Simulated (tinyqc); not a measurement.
Worked calculation (part 1 of 2): RHF in the sto-3g basis, for CH3-, spin multiplicity 1. The basis has no diffuse functions, so it cannot describe the extra electron: this is an exercise in the method, not the real anion. Computed by tinyqc, a small Python program that keeps every step (integrals from PySCF). Settings: charge = -1, multiplicity = 1, basis = sto-3g, energy threshold = 1e-08, iteration cap = 74, orthogonalisation = symmetric, start = highest core orbitals, DIIS depth = 8, method = RHF. Command: `OMP_NUM_THREADS=1 python tinyqc.py 22490 22491 out.jsonl` (the two numbers bound the seeds that draw the settings). One thread of a shared host (Intel(R) Xeon(R) Processor @ 2.60GHz), about 0.07 s of CPU time with the checks. Later iterations appear only in the table of the cycle.

## One-electron integrals

Geometry (angstrom):
```
atom,x,y,z
C,0.00000,0.00000,0.00100
H,1.21300,0.00000,0.00000
H,-0.60700,1.05100,0.00000
H,-0.60700,-1.05100,0.00000
```

Basis sto-3g: exponents (1/bohr^2) and contraction coefficients of normalised primitives:
```
element,l (shell),exponent,coefficient
C,s (1),71.61684,0.15433
C,s (1),13.04510,0.53533
C,s (1),3.53051,0.44463
C,s (2),2.94125,-0.09997
C,s (2),0.68348,0.39951
C,s (2),0.22229,0.70012
C,p (3),2.94125,0.15592
C,p (3),0.68348,0.60768
C,p (3),0.22229,0.39196
H,s (1),3.42525,0.15433
H,s (1),0.62391,0.53533
H,s (1),0.16886,0.44463
```

Overlap, kinetic and nuclear-attraction integrals over the contracted functions; the nuclear repulsion is the sum of Za Zb / Rab.

nuclear repulsion = 8.6049260 hartree

overlap S:
```
,1C 1s,1C 2s,1C 2px,1C 2py,1C 2pz,2H 1s,3H 1s,4H 1s
1C 1s,1.00000,0.24836,0.00000,0.00000,0.00000,0.04678,0.04671,0.04671
1C 2s,0.24836,1.00000,0.00000,0.00000,0.00000,0.42242,0.42205,0.42205
1C 2px,0.00000,0.00000,1.00000,0.00000,0.00000,0.42242,-0.21113,-0.21113
1C 2py,0.00000,0.00000,0.00000,1.00000,0.00000,0.00000,0.36556,-0.36556
1C 2pz,0.00000,0.00000,0.00000,0.00000,1.00000,-0.00035,-0.00035,-0.00035
2H 1s,0.04678,0.42242,0.42242,0.00000,-0.00035,1.00000,0.10066,0.10066
3H 1s,0.04671,0.42205,-0.21113,0.36556,-0.00035,0.10066,1.00000,0.10060
4H 1s,0.04671,0.42205,-0.21113,-0.36556,-0.00035,0.10066,0.10060,1.00000
```

kinetic energy T (hartree):
```
,1C 1s,1C 2s,1C 2px,1C 2py,1C 2pz,2H 1s,3H 1s,4H 1s
1C 1s,15.89112,-0.08589,0.00000,0.00000,0.00000,-0.01222,-0.01221,-0.01221
1C 2s,-0.08589,0.47225,0.00000,0.00000,0.00000,0.07112,0.07095,0.07095
1C 2px,0.00000,0.00000,1.47773,0.00000,0.00000,0.19153,-0.09561,-0.09561
1C 2py,0.00000,0.00000,0.00000,1.47773,0.00000,0.00000,0.16555,-0.16555
1C 2pz,0.00000,0.00000,0.00000,0.00000,1.47773,-0.00016,-0.00016,-0.00016
2H 1s,-0.01222,0.07112,0.19153,0.00000,-0.00016,0.76003,-0.01102,-0.01102
3H 1s,-0.01221,0.07095,-0.09561,0.16555,-0.00016,-0.01102,0.76003,-0.01103
4H 1s,-0.01221,0.07095,-0.09561,-0.16555,-0.00016,-0.01102,-0.01103,0.76003
```

nuclear attraction V (hartree):
```
,1C 1s,1C 2s,1C 2px,1C 2py,1C 2pz,2H 1s,3H 1s,4H 1s
1C 1s,-34.96101,-4.51715,-0.00001,0.00000,0.00003,-0.86294,-0.86155,-0.86155
1C 2s,-4.51715,-6.47720,-0.00010,0.00000,0.00036,-2.24776,-2.24531,-2.24531
1C 2px,-0.00001,-0.00010,-6.48614,0.00000,0.00000,-2.07196,1.03531,1.03531
1C 2py,0.00000,0.00000,0.00000,-6.48596,0.00000,0.00000,-1.79262,1.79262
1C 2pz,0.00003,0.00036,0.00000,0.00000,-6.33251,0.00178,0.00178,0.00178
2H 1s,-0.86294,-2.24776,-2.07196,0.00000,0.00178,-4.31296,-0.48663,-0.48663
3H 1s,-0.86155,-2.24531,1.03531,-1.79262,0.00178,-0.48663,-4.31154,-0.48626
4H 1s,-0.86155,-2.24531,1.03531,1.79262,0.00178,-0.48663,-0.48626,-4.31154
```

core Hamiltonian H = T + V (hartree):
```
,1C 1s,1C 2s,1C 2px,1C 2py,1C 2pz,2H 1s,3H 1s,4H 1s
1C 1s,-19.06989,-4.60304,-0.00001,0.00000,0.00003,-0.87516,-0.87376,-0.87376
1C 2s,-4.60304,-6.00495,-0.00010,0.00000,0.00036,-2.17663,-2.17436,-2.17436
1C 2px,-0.00001,-0.00010,-5.00841,0.00000,0.00000,-1.88042,0.93970,0.93970
1C 2py,0.00000,0.00000,0.00000,-5.00823,0.00000,0.00000,-1.62707,1.62707
1C 2pz,0.00003,0.00036,0.00000,0.00000,-4.85478,0.00162,0.00162,0.00162
2H 1s,-0.87516,-2.17663,-1.88042,0.00000,0.00162,-3.55293,-0.49765,-0.49765
3H 1s,-0.87376,-2.17436,0.93970,-1.62707,0.00162,-0.49765,-3.55151,-0.49728
4H 1s,-0.87376,-2.17436,0.93970,1.62707,0.00162,-0.49765,-0.49728,-3.55151
```

## Two-electron integrals

Functions are numbered as in S; the eight-fold symmetry (ij|kl) = (ji|kl) = (kl|ij) leaves the list below.

Two-electron integrals (ij|kl) in chemists' order, unique and non-zero (hartree):
```
i,j,k,l,(ij|kl)
1,1,1,1,3.54195
2,1,1,1,0.57692
2,1,2,1,0.11189
2,2,1,1,0.85468
2,2,2,1,0.20528
2,2,2,2,0.62471
3,1,3,1,0.02030
3,2,3,1,0.03086
3,2,3,2,0.13800
3,3,1,1,0.85244
3,3,2,1,0.20534
3,3,2,2,0.62457
3,3,3,3,0.67283
4,1,4,1,0.02030
4,2,4,1,0.03086
4,2,4,2,0.13800
4,3,4,3,0.03627
4,4,1,1,0.85244
4,4,2,1,0.20534
4,4,2,2,0.62457
4,4,3,3,0.60030
4,4,4,4,0.67283
5,1,5,1,0.02030
5,2,5,1,0.03086
5,2,5,2,0.13800
5,3,5,3,0.03627
5,4,5,4,0.03627
5,5,1,1,0.85244
5,5,2,1,0.20534
5,5,2,2,0.62457
5,5,3,3,0.60030
5,5,4,4,0.60030
5,5,5,5,0.67283
6,1,1,1,0.10919
6,1,2,1,0.02106
6,1,2,2,0.03860
6,1,3,1,0.00127
6,1,3,2,0.00238
6,1,3,3,0.03888
6,1,4,4,0.03847
6,1,5,1,-1.05e-06
6,1,5,2,-1.97e-06
6,1,5,3,-3.37e-07
6,1,5,5,0.03847
6,1,6,1,0.00405
6,2,1,1,0.27351
6,2,2,1,0.06663
6,2,2,2,0.22455
6,2,3,1,0.00634
6,2,3,2,0.04453
6,2,3,3,0.23532
6,2,4,4,0.21906
6,2,5,1,-5.22e-06
6,2,5,2,-3.67e-05
6,2,5,3,-1.34e-05
6,2,5,5,0.21906
6,2,6,1,0.01309
6,2,6,2,0.10773
6,3,1,1,0.23759
6,3,2,1,0.05861
6,3,2,2,0.20943
6,3,3,1,0.01146
6,3,3,2,0.07377
6,3,3,3,0.23021
6,3,4,4,0.19892
6,3,5,1,-3.99e-06
6,3,5,2,-3.16e-05
6,3,5,3,-1.87e-05
6,3,5,5,0.19892
6,3,6,1,0.01203
6,3,6,2,0.11926
6,3,6,3,0.14252
6,4,4,1,0.00663
6,4,4,2,0.03541
6,4,4,3,0.00860
6,4,5,4,-7.09e-06
6,4,6,4,0.01289
6,5,1,1,-0.00020
6,5,2,1,-4.83e-05
6,5,2,2,-0.00017
6,5,3,1,-3.99e-06
6,5,3,2,-3.16e-05
6,5,3,3,-0.00018
6,5,4,4,-0.00016
6,5,5,1,0.00663
6,5,5,2,0.03541
6,5,5,3,0.00860
6,5,5,5,-0.00018
6,5,6,1,-9.92e-06
6,5,6,2,-0.00010
6,5,6,3,-0.00011
6,5,6,5,0.01289
6,6,1,1,0.43007
6,6,2,1,0.10654
6,6,2,2,0.40910
6,6,3,1,0.01238
6,6,3,2,0.11799
6,6,3,3,0.45155
6,6,4,4,0.38762
6,6,5,1,-1.02e-05
6,6,5,2,-0.00010
6,6,5,3,-0.00005
6,6,5,5,0.38762
6,6,6,1,0.02121
6,6,6,2,0.25181
6,6,6,3,0.30737
6,6,6,5,-0.00025
6,6,6,6,0.77461
7,1,1,1,0.10902
7,1,2,1,0.02102
7,1,2,2,0.03854
7,1,3,1,-0.00064
7,1,3,2,-0.00119
7,1,3,3,0.03851
7,1,4,1,0.00110
7,1,4,2,0.00206
7,1,4,3,-0.00018
7,1,4,4,0.03871
7,1,5,1,-1.05e-06
7,1,5,2,-1.96e-06
7,1,5,3,1.68e-07
7,1,5,4,-2.91e-07
7,1,5,5,0.03841
7,1,6,1,0.00392
7,1,6,2,0.01225
7,1,6,3,0.01055
7,1,6,4,0.00042
7,1,6,5,-9.30e-06
7,1,6,6,0.01950
7,1,7,1,0.00404
7,2,1,1,0.27321
7,2,2,1,0.06656
7,2,2,2,0.22431
7,2,3,1,-0.00317
7,2,3,2,-0.02225
7,2,3,3,0.22289
7,2,4,1,0.00548
7,2,4,2,0.03853
7,2,4,3,-0.00704
7,2,4,4,0.23101
7,2,5,1,-5.22e-06
7,2,5,2,-3.67e-05
7,2,5,3,6.69e-06
7,2,5,4,-1.16e-05
7,2,5,5,0.21883
7,2,6,1,0.01226
7,2,6,2,0.07519
7,2,6,3,0.06551
7,2,6,4,0.00890
7,2,6,5,-0.00007
7,2,6,6,0.13546
7,2,7,1,0.01306
7,2,7,2,0.10753
7,3,1,1,-0.11872
7,3,2,1,-0.02929
7,3,2,2,-0.10465
7,3,3,1,0.00783
7,3,3,2,0.04495
7,3,3,3,-0.10976
7,3,4,1,-0.00209
7,3,4,2,-0.01660
7,3,4,3,0.01049
7,3,4,4,-0.10468
7,3,5,1,1.99e-06
7,3,5,2,1.58e-05
7,3,5,3,-9.98e-06
7,3,5,4,5.02e-06
7,3,5,5,-0.09941
7,3,6,1,-0.00491
7,3,6,2,-0.02507
7,3,6,3,-0.01444
7,3,6,4,-0.00217
7,3,6,5,2.19e-05
7,3,6,6,-0.03812
7,3,7,1,-0.00600
7,3,7,2,-0.05955
7,3,7,3,0.04524
7,4,1,1,0.20556
7,4,2,1,0.05071
7,4,2,2,0.18121
7,4,3,1,-0.00209
7,4,3,2,-0.01660
7,4,3,3,0.17517
7,4,4,1,0.01024
7,4,4,2,0.06411
7,4,4,3,-0.00958
7,4,4,4,0.19613
7,4,5,1,-3.45e-06
7,4,5,2,-2.74e-05
7,4,5,3,5.02e-06
7,4,5,4,-1.58e-05
7,4,5,5,0.17212
7,4,6,1,0.00935
7,4,6,2,0.06120
7,4,6,3,0.05311
7,4,6,4,0.01498
7,4,6,5,-0.00005
7,4,6,6,0.11104
7,4,7,1,0.01039
7,4,7,2,0.10310
7,4,7,3,-0.05606
7,4,7,4,0.10992
7,5,1,1,-0.00020
7,5,2,1,-4.82e-05
7,5,2,2,-0.00017
7,5,3,1,1.99e-06
7,5,3,2,1.58e-05
7,5,3,3,-0.00017
7,5,4,1,-3.45e-06
7,5,4,2,-2.74e-05
7,5,4,3,5.02e-06
7,5,4,4,-0.00017
7,5,5,1,0.00662
7,5,5,2,0.03536
7,5,5,3,-0.00430
7,5,5,4,0.00744
7,5,5,5,-0.00018
7,5,6,1,-9.30e-06
7,5,6,2,-0.00007
7,5,6,3,-0.00006
7,5,6,4,-7.68e-06
7,5,6,5,0.00835
7,5,6,6,-0.00013
7,5,7,1,-9.89e-06
7,5,7,2,-0.00010
7,5,7,3,0.00005
7,5,7,4,-0.00009
7,5,7,5,0.01286
7,6,1,1,0.05820
7,6,2,1,0.01423
7,6,2,2,0.04966
7,6,3,1,0.00056
7,6,3,2,0.00423
7,6,3,3,0.05010
7,6,4,1,0.00098
7,6,4,2,0.00733
7,6,4,3,0.00032
7,6,4,4,0.05047
7,6,5,1,-1.86e-06
7,6,5,2,-1.40e-05
7,6,5,3,-1.90e-06
7,6,5,4,-3.30e-06
7,6,5,5,0.04835
7,6,6,1,0.00273
7,6,6,2,0.02113
7,6,6,3,0.02172
7,6,6,4,0.00231
7,6,6,5,-2.12e-05
7,6,6,6,0.04593
7,6,7,1,0.00272
7,6,7,2,0.02111
7,6,7,3,-0.00886
7,6,7,4,0.01996
7,6,7,5,-2.12e-05
7,6,7,6,0.00514
7,7,1,1,0.42984
7,7,2,1,0.10648
7,7,2,2,0.40893
7,7,3,1,-0.00619
7,7,3,2,-0.05898
7,7,3,3,0.40344
7,7,4,1,0.01071
7,7,4,2,0.10211
7,7,4,3,-0.02767
7,7,4,4,0.43537
7,7,5,1,-1.02e-05
7,7,5,2,-0.00010
7,7,5,3,2.63e-05
7,7,5,4,-4.56e-05
7,7,5,5,0.38746
7,7,6,1,0.01952
7,7,6,2,0.13555
7,7,6,3,0.11526
7,7,6,4,0.02254
7,7,6,5,-0.00013
7,7,6,6,0.25121
7,7,7,1,0.02116
7,7,7,2,0.25154
7,7,7,3,-0.15359
7,7,7,4,0.26593
7,7,7,5,-0.00025
7,7,7,6,0.04593
7,7,7,7,0.77461
8,1,1,1,0.10902
8,1,2,1,0.02102
8,1,2,2,0.03854
8,1,3,1,-0.00064
8,1,3,2,-0.00119
8,1,3,3,0.03851
8,1,4,1,-0.00110
8,1,4,2,-0.00206
8,1,4,3,0.00018
8,1,4,4,0.03871
8,1,5,1,-1.05e-06
8,1,5,2,-1.96e-06
8,1,5,3,1.68e-07
8,1,5,4,2.91e-07
8,1,5,5,0.03841
8,1,6,1,0.00392
8,1,6,2,0.01225
8,1,6,3,0.01055
8,1,6,4,-0.00042
8,1,6,5,-9.30e-06
8,1,6,6,0.01950
8,1,7,1,0.00391
8,1,7,2,0.01224
8,1,7,3,-0.00564
8,1,7,4,0.00891
8,1,7,5,-9.29e-06
8,1,7,6,0.00258
8,1,7,7,0.01949
8,1,8,1,0.00404
8,2,1,1,0.27321
8,2,2,1,0.06656
8,2,2,2,0.22431
8,2,3,1,-0.00317
8,2,3,2,-0.02225
8,2,3,3,0.22289
8,2,4,1,-0.00548
8,2,4,2,-0.03853
8,2,4,3,0.00704
8,2,4,4,0.23101
8,2,5,1,-5.22e-06
8,2,5,2,-3.67e-05
8,2,5,3,6.69e-06
8,2,5,4,1.16e-05
8,2,5,5,0.21883
8,2,6,1,0.01226
8,2,6,2,0.07519
8,2,6,3,0.06551
8,2,6,4,-0.00890
8,2,6,5,-0.00007
8,2,6,6,0.13546
8,2,7,1,0.01224
8,2,7,2,0.07511
8,2,7,3,-0.04045
8,2,7,4,0.05225
8,2,7,5,-0.00007
8,2,7,6,0.01579
8,2,7,7,0.13542
8,2,8,1,0.01306
8,2,8,2,0.10753
8,3,1,1,-0.11872
8,3,2,1,-0.02929
8,3,2,2,-0.10465
8,3,3,1,0.00783
8,3,3,2,0.04495
8,3,3,3,-0.10976
8,3,4,1,0.00209
8,3,4,2,0.01660
8,3,4,3,-0.01049
8,3,4,4,-0.10468
8,3,5,1,1.99e-06
8,3,5,2,1.58e-05
8,3,5,3,-9.98e-06
8,3,5,4,-5.02e-06
8,3,5,5,-0.09941
8,3,6,1,-0.00491
8,3,6,2,-0.02507
8,3,6,3,-0.01444
8,3,6,4,0.00217
8,3,6,5,2.19e-05
8,3,6,6,-0.03812
8,3,7,1,-0.00564
8,3,7,2,-0.04045
8,3,7,3,0.02968
8,3,7,4,-0.02762
8,3,7,5,3.51e-05
8,3,7,6,-0.00659
8,3,7,7,-0.07712
8,3,8,1,-0.00600
8,3,8,2,-0.05955
8,3,8,3,0.04524
8,4,1,1,-0.20556
8,4,2,1,-0.05071
8,4,2,2,-0.18121
8,4,3,1,0.00209
8,4,3,2,0.01660
8,4,3,3,-0.17517
8,4,4,1,0.01024
8,4,4,2,0.06411
8,4,4,3,-0.00958
8,4,4,4,-0.19613
8,4,5,1,3.45e-06
8,4,5,2,2.74e-05
8,4,5,3,-5.02e-06
8,4,5,4,-1.58e-05
8,4,5,5,-0.17212
8,4,6,1,-0.00935
8,4,6,2,-0.06120
8,4,6,3,-0.05311
8,4,6,4,0.01498
8,4,6,5,0.00005
8,4,6,6,-0.11104
8,4,7,1,-0.00891
8,4,7,2,-0.05225
8,4,7,3,0.02762
8,4,7,4,-0.02911
8,4,7,5,4.55e-05
8,4,7,6,-0.01141
8,4,7,7,-0.08849
8,4,8,1,-0.01039
8,4,8,2,-0.10310
8,4,8,3,0.05606
8,4,8,4,0.10992
8,5,1,1,-0.00020
8,5,2,1,-4.82e-05
8,5,2,2,-0.00017
8,5,3,1,1.99e-06
8,5,3,2,1.58e-05
8,5,3,3,-0.00017
8,5,4,1,3.45e-06
8,5,4,2,2.74e-05
8,5,4,3,-5.02e-06
8,5,4,4,-0.00017
8,5,5,1,0.00662
8,5,5,2,0.03536
8,5,5,3,-0.00430
8,5,5,4,-0.00744
8,5,5,5,-0.00018
8,5,6,1,-9.30e-06
8,5,6,2,-0.00007
8,5,6,3,-0.00006
8,5,6,4,7.68e-06
8,5,6,5,0.00835
8,5,6,6,-0.00013
8,5,7,1,-9.29e-06
8,5,7,2,-0.00007
8,5,7,3,3.51e-05
8,5,7,4,-4.55e-05
8,5,7,5,0.00834
8,5,7,6,-1.54e-05
8,5,7,7,-0.00013
8,5,8,1,-9.89e-06
8,5,8,2,-0.00010
8,5,8,3,0.00005
8,5,8,4,0.00009
8,5,8,5,0.01286
8,6,1,1,0.05820
8,6,2,1,0.01423
8,6,2,2,0.04966
8,6,3,1,0.00056
8,6,3,2,0.00423
8,6,3,3,0.05010
8,6,4,1,-0.00098
8,6,4,2,-0.00733
8,6,4,3,-0.00032
8,6,4,4,0.05047
8,6,5,1,-1.86e-06
8,6,5,2,-1.40e-05
8,6,5,3,-1.90e-06
8,6,5,4,3.30e-06
8,6,5,5,0.04835
8,6,6,1,0.00273
8,6,6,2,0.02113
8,6,6,3,0.02172
8,6,6,4,-0.00231
8,6,6,5,-2.12e-05
8,6,6,6,0.04593
8,6,7,1,0.00258
8,6,7,2,0.01579
8,6,7,3,-0.00659
8,6,7,4,0.01141
8,6,7,5,-1.54e-05
8,6,7,6,0.00401
8,6,7,7,0.02818
8,6,8,1,0.00272
8,6,8,2,0.02111
8,6,8,3,-0.00886
8,6,8,4,-0.01996
8,6,8,5,-2.12e-05
8,6,8,6,0.00514
8,7,1,1,0.05815
8,7,2,1,0.01422
8,7,2,2,0.04962
8,7,3,1,-0.00113
8,7,3,2,-0.00846
8,7,3,3,0.05062
8,7,4,4,0.04987
8,7,5,1,-1.86e-06
8,7,5,2,-1.39e-05
8,7,5,3,3.81e-06
8,7,5,5,0.04831
8,7,6,1,0.00259
8,7,6,2,0.01580
8,7,6,3,0.01318
8,7,6,5,-1.54e-05
8,7,6,6,0.02817
8,7,7,1,0.00272
8,7,7,2,0.02110
8,7,7,3,-0.01285
8,7,7,4,0.01763
8,7,7,5,-2.12e-05
8,7,7,6,0.00401
8,7,7,7,0.04590
8,7,8,1,0.00272
8,7,8,2,0.02110
8,7,8,3,-0.01285
8,7,8,4,-0.01763
8,7,8,5,-2.12e-05
8,7,8,6,0.00401
8,7,8,7,0.00514
8,8,1,1,0.42984
8,8,2,1,0.10648
8,8,2,2,0.40893
8,8,3,1,-0.00619
8,8,3,2,-0.05898
8,8,3,3,0.40344
8,8,4,1,-0.01071
8,8,4,2,-0.10211
8,8,4,3,0.02767
8,8,4,4,0.43537
8,8,5,1,-1.02e-05
8,8,5,2,-0.00010
8,8,5,3,2.63e-05
8,8,5,4,4.56e-05
8,8,5,5,0.38746
8,8,6,1,0.01952
8,8,6,2,0.13555
8,8,6,3,0.11526
8,8,6,4,-0.02254
8,8,6,5,-0.00013
8,8,6,6,0.25121
8,8,7,1,0.01949
8,8,7,2,0.13542
8,8,7,3,-0.07712
8,8,7,4,0.08849
8,8,7,5,-0.00013
8,8,7,6,0.02818
8,8,7,7,0.25117
8,8,8,1,0.02116
8,8,8,2,0.25154
8,8,8,3,-0.15359
8,8,8,4,-0.26593
8,8,8,5,-0.00025
8,8,8,6,0.04593
8,8,8,7,0.04590
8,8,8,8,0.77461
```

## Orthogonalisation

S = U s U^T; symmetric (Loewdin) form X = U s^(-1/2) U^T, so that X^T S X = 1.

eigenvalues of S: 0.33412  0.42993  0.43027  0.97152  1.00000  1.46912  1.46939  1.89565

X:
```
,1C 1s,1C 2s,1C 2px,1C 2py,1C 2pz,2H 1s,3H 1s,4H 1s
1C 1s,1.02785,-0.15854,-0.00001,0.00000,0.00002,0.02371,0.02369,0.02369
1C 2s,-0.15854,1.30200,0.00017,0.00000,-0.00022,-0.27184,-0.27145,-0.27145
1C 2px,-0.00001,0.00017,1.14113,0.00000,0.00000,-0.28457,0.14217,0.14217
1C 2py,0.00000,0.00000,0.00000,1.14090,0.00000,0.00000,-0.24614,0.24614
1C 2pz,0.00002,-0.00022,0.00000,0.00000,1.00000,0.00022,0.00022,0.00022
2H 1s,0.02371,-0.27184,-0.28457,0.00000,0.00022,1.18646,-0.02260,-0.02260
3H 1s,0.02369,-0.27145,0.14217,-0.24614,0.00022,-0.02260,1.18607,-0.02256
4H 1s,0.02369,-0.27145,0.14217,0.24614,0.00022,-0.02260,-0.02256,1.18607
```

## Starting guess

The start is the highest orbitals of the core Hamiltonian (a deliberately bad start); D = 2 C_occ C_occ^T.

D at the start:
```
,1C 1s,1C 2s,1C 2px,1C 2py,1C 2pz,2H 1s,3H 1s,4H 1s
1C 1s,0.01271,-0.11679,-0.00006,0.00000,-0.00043,0.11189,0.11174,0.11174
1C 2s,-0.11679,1.07272,0.00079,0.00000,0.00138,-1.02815,-1.02617,-1.02617
1C 2px,-0.00006,0.00079,0.40679,0.00000,0.00000,-0.91046,0.45460,0.45460
1C 2py,0.00000,0.00000,0.00000,2.84564,0.00000,0.00000,-1.15662,1.15662
1C 2pz,-0.00043,0.00138,0.00000,0.00000,2.00000,0.00076,0.00076,0.00076
2H 1s,0.11189,-1.02815,-0.91046,0.00000,0.00076,3.01980,-0.03475,-0.03475
3H 1s,0.11174,-1.02617,0.45460,-1.15662,0.00076,-0.03475,3.07332,-0.09062
4H 1s,0.11174,-1.02617,0.45460,1.15662,0.00076,-0.03475,-0.09062,3.07332
```

## Iteration 1: building the Fock matrix

J_ij = sum D_kl (ij|kl), K_ij = sum D_kl (ik|jl); F = H + J - 0.5 K; E = tr D H + tr D J / 2 - 0.25 tr D K + E_nn.

Coulomb J (hartree):
```
,1C 1s,1C 2s,1C 2px,1C 2py,1C 2pz,2H 1s,3H 1s,4H 1s
1C 1s,6.01645,1.46096,0.00254,0.00000,0.00006,0.27461,0.27453,0.27453
1C 2s,1.46096,4.88001,0.01894,0.00000,0.00007,1.90620,1.91551,1.91551
1C 2px,0.00254,0.01894,4.84060,0.00000,0.00000,1.86473,-0.92792,-0.92792
1C 2py,0.00000,0.00000,0.00000,4.99008,0.00000,0.00000,1.64526,-1.64526
1C 2pz,0.00006,0.00007,0.00000,0.00000,4.80538,-0.00152,-0.00153,-0.00153
2H 1s,0.27461,1.90620,1.86473,0.00000,-0.00152,4.15024,0.43293,0.43293
3H 1s,0.27453,1.91551,-0.92792,1.64526,-0.00153,0.43293,4.19582,0.42924
4H 1s,0.27453,1.91551,-0.92792,-1.64526,-0.00153,0.43293,0.42924,4.19582
```

exchange K (hartree):
```
,1C 1s,1C 2s,1C 2px,1C 2py,1C 2pz,2H 1s,3H 1s,4H 1s
1C 1s,0.10770,0.13811,0.00163,0.00000,0.00007,0.02377,0.02918,0.02918
1C 2s,0.13811,0.67301,0.01539,0.00000,0.00143,0.34859,0.37980,0.37980
1C 2px,0.00163,0.01539,0.29817,0.00000,-0.00001,0.35479,-0.17320,-0.17320
1C 2py,0.00000,0.00000,0.00000,1.59043,0.00000,0.00000,0.59046,-0.59046
1C 2pz,0.00007,0.00143,-0.00001,0.00000,1.44864,-0.00010,-0.00011,-0.00011
2H 1s,0.02377,0.34859,0.35479,0.00000,-0.00010,1.46740,0.09228,0.09228
3H 1s,0.02918,0.37980,-0.17320,0.59046,-0.00011,0.09228,1.56277,0.03833
4H 1s,0.02918,0.37980,-0.17320,-0.59046,-0.00011,0.09228,0.03833,1.56277
```

Fock matrix F (hartree):
```
,1C 1s,1C 2s,1C 2px,1C 2py,1C 2pz,2H 1s,3H 1s,4H 1s
1C 1s,-13.10728,-3.21114,0.00171,0.00000,0.00006,-0.61243,-0.61383,-0.61383
1C 2s,-3.21114,-1.46144,0.01115,0.00000,-0.00028,-0.44473,-0.44875,-0.44875
1C 2px,0.00171,0.01115,-0.31690,0.00000,0.00000,-0.19309,0.09839,0.09839
1C 2py,0.00000,0.00000,0.00000,-0.81336,0.00000,0.00000,-0.27704,0.27704
1C 2pz,0.00006,-0.00028,0.00000,0.00000,-0.77372,0.00015,0.00015,0.00015
2H 1s,-0.61243,-0.44473,-0.19309,0.00000,0.00015,-0.13638,-0.11087,-0.11087
3H 1s,-0.61383,-0.44875,0.09839,-0.27704,0.00015,-0.11087,-0.13707,-0.08721
4H 1s,-0.61383,-0.44875,0.09839,0.27704,0.00015,-0.11087,-0.08721,-0.13707
```

total energy of this density = -11.6816974 hartree

## Iteration 1: diagonalisation and new density

Diagonalise F' = X^T F X, C = X C', fill 5 alpha and 5 beta electrons from the bottom; D = 2 C_occ C_occ^T. Each column has its largest component positive (the first on a tie).

F' = X^T F X (hartree):
```
,1,2,3,4,5,6,7,8
1,-12.91781,-1.51254,-0.00024,0.00000,0.00012,-0.11311,-0.11419,-0.11419
2,-1.51254,-0.76631,0.01189,0.00000,-0.00039,-0.20056,-0.20869,-0.20869
3,-0.00024,0.01189,-0.22557,0.00000,0.00000,-0.18169,0.09227,0.09227
4,0.00000,0.00000,0.00000,-0.75356,0.00000,0.00000,-0.17235,0.17235
5,0.00012,-0.00039,0.00000,0.00000,-0.77372,0.00010,0.00010,0.00010
6,-0.11311,-0.20056,-0.18169,0.00000,0.00010,0.09737,-0.02748,-0.02748
7,-0.11419,-0.20869,0.09227,-0.17235,0.00010,-0.02748,0.13070,-0.02757
8,-0.11419,-0.20869,0.09227,0.17235,0.00010,-0.02748,-0.02757,0.13070
```

orbital energies (hartree): MO1 -13.10759, MO2 -0.81463, MO3 -0.77372, MO4 -0.71942, MO5 -0.33232, MO6 0.20249, MO7 0.21934, MO8 0.24765

coefficients C:
```
,MO1,MO2,MO3,MO4,MO5,MO6,MO7,MO8
1C 1s,1.00136,0.00000,-0.00143,-0.25206,-0.00418,0.12367,0.00000,0.04147
1C 2s,-0.00683,0.00000,0.00587,1.02789,0.00995,-0.89049,0.00000,-0.30315
1C 2px,-0.00007,0.00000,-0.00013,-0.02769,0.87851,-0.28037,0.00000,0.75659
1C 2py,0.00000,1.02211,0.00000,0.00000,0.00000,0.00000,-0.61491,0.00000
1C 2pz,0.00000,0.00000,0.99998,-0.00570,-0.00001,0.00072,0.00000,0.00024
2H 1s,0.00221,0.00000,0.00000,0.00369,0.18273,1.00302,0.00000,-0.72436
3H 1s,0.00236,-0.03107,0.00000,0.00278,-0.07126,0.50859,0.88883,0.71281
4H 1s,0.00236,0.03107,0.00000,0.00278,-0.07126,0.50859,-0.88883,0.71281
```

D after iteration 1:
```
,1C 1s,1C 2s,1C 2px,1C 2py,1C 2pz,2H 1s,3H 1s,4H 1s
1C 1s,2.13255,-0.53195,0.00647,0.00000,0.00000,0.00104,0.00392,0.00392
1C 2s,-0.53195,2.11346,-0.03944,0.00000,0.00004,0.01119,0.00426,0.00426
1C 2px,0.00647,-0.03944,1.54508,0.00000,0.00004,0.32085,-0.12535,-0.12535
1C 2py,0.00000,0.00000,0.00000,2.08940,0.00000,0.00000,-0.06351,0.06351
1C 2pz,0.00000,0.00004,0.00004,0.00000,2.00000,-0.00004,-0.00002,-0.00002
2H 1s,0.00104,0.01119,0.32085,0.00000,-0.00004,0.06682,-0.02601,-0.02601
3H 1s,0.00392,0.00426,-0.12535,-0.06351,-0.00002,-0.02601,0.01211,0.00825
4H 1s,0.00392,0.00426,-0.12535,0.06351,-0.00002,-0.02601,0.00825,0.01211
```
